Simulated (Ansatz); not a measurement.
# AlPH2 (triplet): wB97M-V, B2PLYP over vertical spin and charge gaps, def2-QZVPP

Aim: run AlPH2 (triplet) with these functionals over vertical spin and charge gaps, and hold them against the top wave-function level at the same points.

Program: Ansatz 0.2.0, Gaussian basis. Level of theory: def2-QZVPP, all electrons in the functionals, frozen cores in the correlation of double hybrids and RPA. These are calculated values, not measurements.

Plan: wB97M-V, B2PLYP, at charge 0, triplet; charge 0, singlet; charge 0, quintet; charge 1, doublet; charge 1, quartet.

2 further runs of the same task are left out: 2 set aside as unsound or not needed.

**1. What is computed**

The geometry is a PBE0/def2-TZVP stationary point (not a proven minimum).

4 atoms, charge 0, spin multiplicity 3.

Atoms are counted from 1 here; the program's logs count them from 0.

Bond lengths: Al1–P2 2.334 Å, Al1–H3 1.588 Å, Al1–H4 1.588 Å. Angles: P2–Al1–H3 119.7°, P2–Al1–H4 119.7°, H3–Al1–H4 120.5°.

No dispersion term is added; wB97M-V holds VV10 nonlocal correlation.

The geometry shown and the zero of energy belong to the point charge 0, triplet. The yardstick, UCCSD(T), and other wave-function levels (R restricted, U unrestricted, valence and pair active spaces) come from earlier runs.

**2. wB97M-V, charge 0, triplet**

Contents of in.yaml:

```yaml
crystal:
  periodic: [false, false, false]
  atoms:
    - {symbol: Al, position_ang: [0.000000, 0.000000, 1.179176]}
    - {symbol: P, position_ang: [0.000000, 0.000000, -1.155185]}
    - {symbol: H, position_ang: [0.000000, 1.378539, 1.966597]}
    - {symbol: H, position_ang: [0.000000, -1.378539, 1.966597]}
basis:
  gaussian: {orbitals: "def2-QZVPP.json"}
magnetization: {spin_polarized: true, initial_magnetization: 2}
hamiltonian: {xc: {name: wB97M-V}}
output: {orbitals: {seedname: orbitals}}
```

On the command line:

```sh
ansatz run in.yaml --threads 1 --pin off --events-out ev --progress --plain --max-ram 2393MiB
```

Standard output, cut to the lines that bear on the results:

```text
Functional definition: wB97M-V
  name "wB97M-V"
  cite "Mardirossian & Head-Gordon, J. Chem. Phys. 144, 214110 (2016) doi:10.1063/1.4952647"
  cite "Becke, J. Chem. Phys. 107, 8554 (1997) doi:10.1063/1.475007"
  cite "Vydrov & Van Voorhis, J. Chem. Phys. 133, 244103 (2010) doi:10.1063/1.3521275"
  # Of w^i u^j: cxij and so on, Table III.
[...]
  gx(w, u) = 1 - cx + cx01*u + cx10*w
  gss(w, u) = css00 + css04*u^4 + css10*w + css20*w^2 + css43*w^4*u^3
  gos(w, u) = cos00 + cos10*w + (cos20 + cos21*u)*w^2 + (cos60 + cos61*u)*w^6
[...]
      + integral(e_c_pw_mod_opposite_spin*gos(b97_w_opposite, b97_u_opposite)) + vv10(b, c)
832 factors; their error is unknown
205 factors; integrals over basis functions are off by at most 2.6e-5 eV
[...]
mean field -15915.81711107 eV, -584.8954907034 hartree, gradient 6.7e-5 eV, S^2 2.003764; 1 other end points of the search recorded, 0 dependent functions left out
reference -15915.81716449 eV, -584.8954926665 hartree; 16, 14 occupied and 184, 186 virtual orbitals, 832 factors
Total energy: -15915.81716449 eV, -584.8954926665 hartree
```

Wall time 17 s (1 thread of Arm Neoverse V2, shared host); peak memory 0.55 GiB.

From the report: ⟨S²⟩ of the determinant 2.004 (pure triplet: 2.00).

**3. wB97M-V, charge 0, singlet**

in.yaml, as its differences from that of step 2:

```diff
@@ -9,3 +9,3 @@
   gaussian: {orbitals: "def2-QZVPP.json"}
-magnetization: {spin_polarized: true, initial_magnetization: 2}
+magnetization: {spin_polarized: true, initial_magnetization: 0}
 hamiltonian: {xc: {name: wB97M-V}}
```

Same command.

Standard output, cut to the lines that bear on the results:

```text
Functional definition: wB97M-V
  name "wB97M-V"
  cite "Mardirossian & Head-Gordon, J. Chem. Phys. 144, 214110 (2016) doi:10.1063/1.4952647"
  cite "Becke, J. Chem. Phys. 107, 8554 (1997) doi:10.1063/1.475007"
  cite "Vydrov & Van Voorhis, J. Chem. Phys. 133, 244103 (2010) doi:10.1063/1.3521275"
  # Of w^i u^j: cxij and so on, Table III.
[...]
  gx(w, u) = 1 - cx + cx01*u + cx10*w
  gss(w, u) = css00 + css04*u^4 + css10*w + css20*w^2 + css43*w^4*u^3
  gos(w, u) = cos00 + cos10*w + (cos20 + cos21*u)*w^2 + (cos60 + cos61*u)*w^6
[...]
      + integral(e_c_pw_mod_opposite_spin*gos(b97_w_opposite, b97_u_opposite)) + vv10(b, c)
832 factors; their error is unknown
205 factors; integrals over basis functions are off by at most 2.6e-5 eV
[...]
mean field -15915.46804372 eV, -584.8826627149 hartree, gradient 7.1e-6 eV, S^2 0.950161; 7 other end points of the search recorded, 0 dependent functions left out
reference -15915.46809759 eV, -584.8826646949 hartree; 15, 15 occupied and 185, 185 virtual orbitals, 832 factors
Total energy: -15915.46809759 eV, -584.8826646949 hartree
```

It took 80 s on 1 thread of Arm Neoverse V2, shared host; peak memory 0.75 GiB.

From the report: ⟨S²⟩ of the determinant 0.950 (pure singlet: 0.00). The determinant is far from a pure spin state, so its energy mixes those of several spin states (harmless only where they are near-degenerate, as at dissociation).

From charge 0, triplet: +0.349 eV.

**4. wB97M-V, charge 0, quintet**

in.yaml, as its differences from that of step 3:

```diff
@@ -9,3 +9,3 @@
   gaussian: {orbitals: "def2-QZVPP.json"}
-magnetization: {spin_polarized: true, initial_magnetization: 0}
+magnetization: {spin_polarized: true, initial_magnetization: 4}
 hamiltonian: {xc: {name: wB97M-V}}
```

The command is unchanged.

Standard output, cut to the lines that bear on the results:

```text
Functional definition: wB97M-V
  name "wB97M-V"
  cite "Mardirossian & Head-Gordon, J. Chem. Phys. 144, 214110 (2016) doi:10.1063/1.4952647"
  cite "Becke, J. Chem. Phys. 107, 8554 (1997) doi:10.1063/1.475007"
  cite "Vydrov & Van Voorhis, J. Chem. Phys. 133, 244103 (2010) doi:10.1063/1.3521275"
  # Of w^i u^j: cxij and so on, Table III.
[...]
  gx(w, u) = 1 - cx + cx01*u + cx10*w
  gss(w, u) = css00 + css04*u^4 + css10*w + css20*w^2 + css43*w^4*u^3
  gos(w, u) = cos00 + cos10*w + (cos20 + cos21*u)*w^2 + (cos60 + cos61*u)*w^6
[...]
      + integral(e_c_pw_mod_opposite_spin*gos(b97_w_opposite, b97_u_opposite)) + vv10(b, c)
832 factors; their error is unknown
205 factors; integrals over basis functions are off by at most 2.6e-5 eV
[...]
mean field -15911.62509874 eV, -584.7414370918 hartree, gradient 1.7e-5 eV, S^2 6.002030; 2 other end points of the search recorded, 0 dependent functions left out
reference -15911.62515002 eV, -584.7414389764 hartree; 17, 13 occupied and 183, 187 virtual orbitals, 832 factors
Total energy: -15911.62515002 eV, -584.7414389764 hartree
```

It took 20 s on 1 thread of Arm Neoverse V2, shared host; peak memory 0.56 GiB.

From the report: ⟨S²⟩ of the determinant 6.002 (pure quintet: 6.00).

From charge 0, triplet: +4.192 eV.

**5. wB97M-V, charge 1, doublet**

in.yaml, as its differences from that of step 4:

```diff
@@ -9,3 +9,4 @@
   gaussian: {orbitals: "def2-QZVPP.json"}
-magnetization: {spin_polarized: true, initial_magnetization: 4}
+total_charge: 1
+magnetization: {spin_polarized: true, initial_magnetization: 1}
 hamiltonian: {xc: {name: wB97M-V}}
```

Same command.

Standard output, cut to the lines that bear on the results:

```text
Functional definition: wB97M-V
  name "wB97M-V"
  cite "Mardirossian & Head-Gordon, J. Chem. Phys. 144, 214110 (2016) doi:10.1063/1.4952647"
  cite "Becke, J. Chem. Phys. 107, 8554 (1997) doi:10.1063/1.475007"
  cite "Vydrov & Van Voorhis, J. Chem. Phys. 133, 244103 (2010) doi:10.1063/1.3521275"
  # Of w^i u^j: cxij and so on, Table III.
[...]
  gx(w, u) = 1 - cx + cx01*u + cx10*w
  gss(w, u) = css00 + css04*u^4 + css10*w + css20*w^2 + css43*w^4*u^3
  gos(w, u) = cos00 + cos10*w + (cos20 + cos21*u)*w^2 + (cos60 + cos61*u)*w^6
[...]
      + integral(e_c_pw_mod_opposite_spin*gos(b97_w_opposite, b97_u_opposite)) + vv10(b, c)
832 factors; their error is unknown
205 factors; integrals over basis functions are off by at most 2.6e-5 eV
[...]
mean field -15906.41878430 eV, -584.5501085650 hartree, gradient 2.1e-6 eV, S^2 0.776353; 7 other end points of the search recorded, 0 dependent functions left out
reference -15906.41883871 eV, -584.5501105648 hartree; 15, 14 occupied and 185, 186 virtual orbitals, 832 factors
Total energy: -15906.41883871 eV, -584.5501105648 hartree
```

Run time: 94 s. Hardware: 1 thread of Arm Neoverse V2, shared host; peak memory 0.74 GiB.

From the report: ⟨S²⟩ of the determinant 0.776 (pure doublet: 0.75).

From charge 0, triplet: +9.398 eV.

**6. wB97M-V, charge 1, quartet**

in.yaml, as its differences from that of step 5:

```diff
@@ -10,3 +10,3 @@
 total_charge: 1
-magnetization: {spin_polarized: true, initial_magnetization: 1}
+magnetization: {spin_polarized: true, initial_magnetization: 3}
 hamiltonian: {xc: {name: wB97M-V}}
```

Launched as before.

Standard output, cut to the lines that bear on the results:

```text
Functional definition: wB97M-V
  name "wB97M-V"
  cite "Mardirossian & Head-Gordon, J. Chem. Phys. 144, 214110 (2016) doi:10.1063/1.4952647"
  cite "Becke, J. Chem. Phys. 107, 8554 (1997) doi:10.1063/1.475007"
  cite "Vydrov & Van Voorhis, J. Chem. Phys. 133, 244103 (2010) doi:10.1063/1.3521275"
  # Of w^i u^j: cxij and so on, Table III.
[...]
  gx(w, u) = 1 - cx + cx01*u + cx10*w
  gss(w, u) = css00 + css04*u^4 + css10*w + css20*w^2 + css43*w^4*u^3
  gos(w, u) = cos00 + cos10*w + (cos20 + cos21*u)*w^2 + (cos60 + cos61*u)*w^6
[...]
      + integral(e_c_pw_mod_opposite_spin*gos(b97_w_opposite, b97_u_opposite)) + vv10(b, c)
832 factors; their error is unknown
205 factors; integrals over basis functions are off by at most 2.6e-5 eV
[...]
mean field -15906.41830774 eV, -584.5500910520 hartree, gradient 1.9e-5 eV, S^2 3.753600; 0 other end points of the search recorded, 0 dependent functions left out
reference -15906.41836034 eV, -584.5500929849 hartree; 16, 13 occupied and 184, 187 virtual orbitals, 832 factors
Total energy: -15906.41836034 eV, -584.5500929849 hartree
```

Run time: 17 s. Hardware: 1 thread of Arm Neoverse V2, shared host; peak memory 0.55 GiB.

From the report: ⟨S²⟩ of the determinant 3.754 (pure quartet: 3.75).

From charge 0, triplet: +9.399 eV.

**7. B2PLYP, charge 0, triplet**

in.yaml, as its differences from that of step 6:

```diff
@@ -9,5 +9,4 @@
   gaussian: {orbitals: "def2-QZVPP.json"}
-total_charge: 1
-magnetization: {spin_polarized: true, initial_magnetization: 3}
-hamiltonian: {xc: {name: wB97M-V}}
-output: {orbitals: {seedname: orbitals}}
+magnetization: {spin_polarized: true, initial_magnetization: 2}
+hamiltonian: {xc: {name: B2PLYP}}
+correlation: {electrons: outside_noble_gas}
```

The command is unchanged.

Standard output, cut to the lines that bear on the results:

```text
Functional definition: B2PLYP
  name "B2PLYP"
  cite "Grimme, J. Chem. Phys. 124, 034108 (2006) doi:10.1063/1.2148954"
  cite "Becke, Phys. Rev. A 38, 3098 (1988) doi:10.1103/PhysRevA.38.3098"
  cite "Lee, Yang & Parr, Phys. Rev. B 37, 785 (1988) doi:10.1103/PhysRevB.37.785"
[...]
1163 factors; integrals over basis functions are off by at most 9.1e-4 eV
[...]
mean field -15908.83703414 eV, -584.6389776076 hartree, gradient 6.3e-6 eV, S^2 2.008964; 2 other end points of the search recorded, 0 dependent functions left out
10 core orbitals not correlated: weight in the atoms' cores, before any rotation towards them, 1.000 or more for the frozen orbitals, at most 0.000 for the correlated occupied ones
reference -15908.83718721 eV, -584.6389832327 hartree; 6, 4 occupied and 184, 186 virtual orbitals, 1163 factors
second order -6.54602153 eV of doubles, -0.00000000 eV of singles
Total energy: -15910.60461302 eV, -584.7039349333 hartree
```

Wall time 10 s (1 thread of Arm Neoverse V2, shared host); peak memory 0.44 GiB.

From the report: ⟨S²⟩ of the determinant 2.009 (pure triplet: 2.00).

**8. B2PLYP, charge 0, singlet**

in.yaml, as its differences from that of step 7:

```diff
@@ -9,3 +9,3 @@
   gaussian: {orbitals: "def2-QZVPP.json"}
-magnetization: {spin_polarized: true, initial_magnetization: 2}
+magnetization: {spin_polarized: true, initial_magnetization: 0}
 hamiltonian: {xc: {name: B2PLYP}}
```

Launched as before.

Standard output, cut to the lines that bear on the results:

```text
Functional definition: B2PLYP
  name "B2PLYP"
  cite "Grimme, J. Chem. Phys. 124, 034108 (2006) doi:10.1063/1.2148954"
  cite "Becke, Phys. Rev. A 38, 3098 (1988) doi:10.1103/PhysRevA.38.3098"
  cite "Lee, Yang & Parr, Phys. Rev. B 37, 785 (1988) doi:10.1103/PhysRevB.37.785"
[...]
1163 factors; integrals over basis functions are off by at most 9.1e-4 eV
[...]
mean field -15908.57076065 eV, -584.6291922375 hartree, gradient 2.0e-6 eV, S^2 0.996220; 8 other end points of the search recorded, 0 dependent functions left out
10 core orbitals not correlated: weight in the atoms' cores, before any rotation towards them, 1.000 or more for the frozen orbitals, at most 0.000 for the correlated occupied ones
reference -15908.57091284 eV, -584.6291978301 hartree; 5, 5 occupied and 185, 185 virtual orbitals, 1163 factors
second order -6.49745856 eV of doubles, -0.00000000 eV of singles
Total energy: -15910.32522665 eV, -584.6936676735 hartree
```

It took 34 s on 1 thread of Arm Neoverse V2, shared host; peak memory 0.55 GiB.

From the report: ⟨S²⟩ of the determinant 0.996 (pure singlet: 0.00). The determinant is far from a pure spin state, so its energy mixes those of several spin states (harmless only where they are near-degenerate, as at dissociation).

From charge 0, triplet: +0.279 eV.

**9. B2PLYP, charge 0, quintet**

in.yaml, as its differences from that of step 8:

```diff
@@ -9,3 +9,3 @@
   gaussian: {orbitals: "def2-QZVPP.json"}
-magnetization: {spin_polarized: true, initial_magnetization: 0}
+magnetization: {spin_polarized: true, initial_magnetization: 4}
 hamiltonian: {xc: {name: B2PLYP}}
```

The command is unchanged.

Standard output, cut to the lines that bear on the results:

```text
Functional definition: B2PLYP
  name "B2PLYP"
  cite "Grimme, J. Chem. Phys. 124, 034108 (2006) doi:10.1063/1.2148954"
  cite "Becke, Phys. Rev. A 38, 3098 (1988) doi:10.1103/PhysRevA.38.3098"
  cite "Lee, Yang & Parr, Phys. Rev. B 37, 785 (1988) doi:10.1103/PhysRevB.37.785"
[...]
1163 factors; integrals over basis functions are off by at most 9.1e-4 eV
[...]
mean field -15904.79472781 eV, -584.4904255900 hartree, gradient 5.8e-6 eV, S^2 6.004490; 2 other end points of the search recorded, 0 dependent functions left out
10 core orbitals not correlated: weight in the atoms' cores, before any rotation towards them, 1.000 or more for the frozen orbitals, at most 0.000 for the correlated occupied ones
reference -15904.79488182 eV, -584.4904312496 hartree; 7, 3 occupied and 183, 187 virtual orbitals, 1163 factors
second order -6.28316550 eV of doubles, -0.00000000 eV of singles
Total energy: -15906.49133650 eV, -584.5527748094 hartree
```

Wall time 10 s (1 thread of Arm Neoverse V2, shared host); peak memory 0.44 GiB.

From the report: ⟨S²⟩ of the determinant 6.004 (pure quintet: 6.00).

From charge 0, triplet: +4.113 eV.

**10. B2PLYP, charge 1, doublet**

in.yaml, as its differences from that of step 9:

```diff
@@ -9,3 +9,4 @@
   gaussian: {orbitals: "def2-QZVPP.json"}
-magnetization: {spin_polarized: true, initial_magnetization: 4}
+total_charge: 1
+magnetization: {spin_polarized: true, initial_magnetization: 1}
 hamiltonian: {xc: {name: B2PLYP}}
```

Same command.

Standard output, cut to the lines that bear on the results:

```text
Functional definition: B2PLYP
  name "B2PLYP"
  cite "Grimme, J. Chem. Phys. 124, 034108 (2006) doi:10.1063/1.2148954"
  cite "Becke, Phys. Rev. A 38, 3098 (1988) doi:10.1103/PhysRevA.38.3098"
  cite "Lee, Yang & Parr, Phys. Rev. B 37, 785 (1988) doi:10.1103/PhysRevB.37.785"
[...]
1163 factors; integrals over basis functions are off by at most 9.1e-4 eV
[...]
mean field -15899.68570079 eV, -584.3026723099 hartree, gradient 8.6e-6 eV, S^2 1.349033; 9 other end points of the search recorded, 0 dependent functions left out
10 core orbitals not correlated: weight in the atoms' cores, before any rotation towards them, 1.000 or more for the frozen orbitals, at most 0.000 for the correlated occupied ones
reference -15899.68585127 eV, -584.3026778400 hartree; 5, 4 occupied and 185, 186 virtual orbitals, 1163 factors
second order -5.57770498 eV of doubles, -0.00000000 eV of singles
Total energy: -15901.19183161 eV, -584.3580215968 hartree
```

Wall time 37 s (1 thread of Arm Neoverse V2, shared host); peak memory 0.54 GiB.

From the report: ⟨S²⟩ of the determinant 1.349 (pure doublet: 0.75). The determinant is far from a pure spin state, so its energy mixes those of several spin states (harmless only where they are near-degenerate, as at dissociation).

From charge 0, triplet: +9.413 eV.

**11. B2PLYP, charge 1, quartet**

in.yaml, as its differences from that of step 10:

```diff
@@ -10,3 +10,3 @@
 total_charge: 1
-magnetization: {spin_polarized: true, initial_magnetization: 1}
+magnetization: {spin_polarized: true, initial_magnetization: 3}
 hamiltonian: {xc: {name: B2PLYP}}
```

Launched as before.

Standard output, cut to the lines that bear on the results:

```text
Functional definition: B2PLYP
  name "B2PLYP"
  cite "Grimme, J. Chem. Phys. 124, 034108 (2006) doi:10.1063/1.2148954"
  cite "Becke, Phys. Rev. A 38, 3098 (1988) doi:10.1103/PhysRevA.38.3098"
  cite "Lee, Yang & Parr, Phys. Rev. B 37, 785 (1988) doi:10.1103/PhysRevB.37.785"
[...]
1163 factors; integrals over basis functions are off by at most 9.1e-4 eV
[...]
mean field -15899.74289028 eV, -584.3047739851 hartree, gradient 2.9e-6 eV, S^2 3.756356; 0 other end points of the search recorded, 0 dependent functions left out
10 core orbitals not correlated: weight in the atoms' cores, before any rotation towards them, 1.000 or more for the frozen orbitals, at most 0.000 for the correlated occupied ones
reference -15899.74304075 eV, -584.3047795147 hartree; 6, 3 occupied and 184, 187 virtual orbitals, 1163 factors
second order -5.60616667 eV of doubles, -0.00000000 eV of singles
Total energy: -15901.25670575 eV, -584.3604056775 hartree
```

Wall time 8.5 s (1 thread of Arm Neoverse V2, shared host); peak memory 0.44 GiB.

From the report: ⟨S²⟩ of the determinant 3.756 (pure quartet: 3.75).

From charge 0, triplet: +9.348 eV.

**12. Against the wave-function levels**

No level is safe as a reference over these points; UCCSD(T) serves as a yardstick only. It comes from earlier runs at the same points. Energies in eV, counted from charge 0, triplet; blanks weren't run or aren't comparable.

```
   level  triplet to singlet  triplet to quintet  ionisation to the doublet cation  ionisation to the quartet cation
UCCSD(T)                                   4.025                             9.553                             9.355
 wB97M-V               0.349               4.192                             9.398                             9.399
  B2PLYP               0.279               4.113                             9.413                             9.348
```

Largest miss and mean time a point (UCCSD(T) took 72 s a point; shared hosts):

```
  level  largest miss (eV)                             where  time a point
wB97M-V             +0.167                triplet to quintet          45 s
 B2PLYP             -0.140  ionisation to the doublet cation          20 s
```

**13. Results**

| quantity | value |
| --- | --- |
| triplet to quintet, UCCSD(T) | 4.025 eV |
| ionisation to the doublet cation, UCCSD(T) | 9.553 eV |
| ionisation to the quartet cation, UCCSD(T) | 9.355 eV |
| largest miss, wB97M-V | +0.167 eV (triplet to quintet) |
| largest miss, B2PLYP | -0.140 eV (ionisation to the doublet cation) |

**Reading.** Misses are known at 3 of 4 points at best, and only functionals with that many are ranked. Of the functionals, B2PLYP keep the smallest largest miss at the points compared (at most 0.140 eV) and wB97M-V strays most (0.167 eV, at triplet to quintet). wB97M-V, B2PLYP clearly break the spin symmetry at some points (⟨S²⟩ up to 1.00 above the pure value), so energy there is bought with a mixed spin. Functionals and the yardstick converge differently with the basis, so part of each miss in def2-QZVPP is the basis. The yardstick itself may be off where one determinant is a poor start.
